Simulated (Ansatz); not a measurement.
Molecular dynamics of AlFH2

input.yaml

```yaml
crystal:
  periodic: [false, false, false]
  atoms:
    - { symbol: Al, position_ang: [0.250749, 0.0, -0.495448] }
    - { symbol: F, position_ang: [0.990182, 0.0, 1.352953] }
    - { symbol: H, position_ang: [1.745554, 0.0, 0.443556] }
    - { symbol: H, position_ang: [-1.374382, 0.0, -0.37026] }
basis:
  gaussian: { orbitals: def2-TZVP }
hamiltonian:
  xc: pbe
  dispersion: d4
md:
  timestep: 0.5
  n_steps: 200
  ensemble: nve
  temperature: 100.0
  initial_velocities: maxwell_boltzmann
  seed: 8811
```

Command:

```bash
$ ansatz run input.yaml --threads 1 --pin off --max-ram 2048MiB --backend cpu --events-out ev --progress --plain --runs-dir out
```

It starts at the highest image of a converged band. Of that band: Neighbouring images differ by up to 1.3 eV, so the band resolves the path poorly. A vibrational analysis at the climbing image gives one clearly imaginary mode, 991i cm⁻¹: a first-order saddle point.

Output, in part (step lines, the closing report, with atoms numbered from 0):

```
md step     0: t =     0.00 fs  T =   100.0 K  F+E_penalty+E_count = -9339.76953699 eV  E_kin = 0.025852 eV  conserved = -9339.74368499 eV  (26 SCF iters)
md step     1: t =     0.50 fs  T =    98.8 K  F+E_penalty+E_count = -9339.76921672 eV  E_kin = 0.025534 eV  conserved = -9339.74368241 eV  (30 SCF iters)
md step     2: t =     1.00 fs  T =    94.6 K  F+E_penalty+E_count = -9339.76812539 eV  E_kin = 0.024450 eV  conserved = -9339.74367523 eV  (30 SCF iters)
md step     3: t =     1.50 fs  T =    87.8 K  F+E_penalty+E_count = -9339.76637379 eV  E_kin = 0.022709 eV  conserved = -9339.74366431 eV  (30 SCF iters)
md step     4: t =     2.00 fs  T =    79.2 K  F+E_penalty+E_count = -9339.76413328 eV  E_kin = 0.020483 eV  conserved = -9339.74365067 eV  (30 SCF iters)
md step     5: t =     2.50 fs  T =    69.6 K  F+E_penalty+E_count = -9339.76161898 eV  E_kin = 0.017983 eV  conserved = -9339.74363559 eV  (30 SCF iters)
md step     6: t =     3.00 fs  T =    59.8 K  F+E_penalty+E_count = -9339.75906979 eV  E_kin = 0.015449 eV  conserved = -9339.74362036 eV  (30 SCF iters)
md step     7: t =     3.50 fs  T =    50.8 K  F+E_penalty+E_count = -9339.75672752 eV  E_kin = 0.013121 eV  conserved = -9339.74360625 eV  (23 SCF iters)
[... lines left out ...]
Total energy: -9339.86935862 eV, -343.2338681385 hartree
Atom 0 at     0.036903    -0.004007    -0.982421 Å, force    -0.122451    -0.016099     0.157041 eV/Å
Atom 1 at     1.278046     0.018912     1.960681 Å, force     1.358336    -0.298825     0.056564 eV/Å
Atom 2 at     2.220247    -0.173536     2.027554 Å, force    -1.433367     0.299882    -0.160632 eV/Å
Atom 3 at    -1.550536    -0.075644    -0.373466 Å, force     0.197481     0.015042    -0.052973 eV/Å
Dipole moment:     0.458064    -0.069014     0.125344 e Å
```

The steps, from the saved trajectory:

```
time (fs)  T (K)  potential energy less start (eV)  conserved less start (meV/atom)
      0.0    100                             0.000                             0.00
      3.0     60                             0.010                             0.02
      6.0     42                             0.015                             0.03
      9.0    113                            -0.003                             0.01
     12.0    157                            -0.015                             0.00
     15.0    167                            -0.017                             0.03
     18.0    367                            -0.069                            -0.01
     21.0    487                            -0.100                             0.00
     24.0    612                            -0.132                             0.00
     27.0    685                            -0.151                             0.04
     30.0    824                            -0.187                            -0.09
     33.0    795                            -0.180                             0.04
     36.0    854                            -0.195                             0.01
     39.0    940                            -0.218                            -0.11
     42.0    878                            -0.201                             0.02
     45.0    844                            -0.192                             0.06
     48.0    872                            -0.200                            -0.09
     51.0    796                            -0.180                            -0.02
     54.0    695                            -0.153                             0.10
     57.0    712                            -0.158                            -0.03
     60.0    720                            -0.161                            -0.09
     63.0    636                            -0.138                             0.07
     66.0    633                            -0.138                             0.04
     69.0    705                            -0.157                            -0.13
     72.0    658                            -0.144                            -0.03
     75.0    598                            -0.128                             0.08
     78.0    662                            -0.146                            -0.10
     81.0    665                            -0.146                            -0.11
     84.0    572                            -0.122                             0.07
     87.0    586                            -0.126                            -0.01
     90.0    628                            -0.137                            -0.13
     93.0    552                            -0.117                             0.02
     96.0    503                            -0.104                             0.09
     99.0    551                            -0.117                            -0.07
```

The run went to its last step. The conserved energy stayed within 0.13 meV per atom of its start (net change 0.058 meV per atom), so the integration is sound. The system heated up, since it started high on the potential surface and ran downhill. A run of 0.1 ps of so small a system gives no equilibrium averages. The orbitals stay closed-shell, which can raise the energy where a bond breaks towards radicals; this wasn't checked here.

The step under study would form F2–H3 and break Al1–F2, Al1–H3. These pairs go: F2–H3 1.18 → 0.96 Å, Al1–F2 1.99 → 3.19 Å, Al1–H3 1.77 → 3.72 Å. In the last frame they stand as after the step (other bonds may differ from the relaxed reactants and products). It ends as AlH + FH. Pairs count as bonded within 1.25 times the sum of covalent radii (0.12 Å more for H–H).

Last frame:

```xyz
4
Properties=species:S:1:pos:R:3
Al 0.037 -0.004 -0.982
F 1.278 0.019 1.961
H 2.220 -0.173 2.028
H -1.550 -0.076 -0.373
```

The run took 3.4 min on 1 thread of Arm Neoverse V1 (shared host), peak memory 0.1 GiB.
